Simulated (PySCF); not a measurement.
Gas-phase reaction: 4 CH3SiCl3 + i-Si4H10 → 4 SiCl3 + 4 SiH4 + C4H6 (butadiene)

Energies from PySCF, thermal terms from the rigid-rotor harmonic-oscillator model, ideal gas at 1 bar. † marks an energy on the PBE0/def2-TZVP geometry and frequencies. Open shells (unrestricted): SiCl3 (multiplicity 2); the rest are closed-shell singlets. B3LYP is the form with VWN-RPA correlation.

B3LYP/def2-TZVP† gives ΔH°(298 K) = 931 kJ.

Problem. What do r2SCAN/def2-TZVP†, ωB97M-V/def2-TZVP†, PBE/def2-TZVP† give?

Solution. r2SCAN/def2-TZVP†: 1032 kJ; ωB97M-V/def2-TZVP†: 1100 kJ; PBE/def2-TZVP†: 995 kJ. For scale, ΔH°(298 K) is 931 kJ at this level, 1100 kJ at ωB97M-V/def2-TZVP†, and runs from 821 to 1170 kJ over the 17 levels computed.
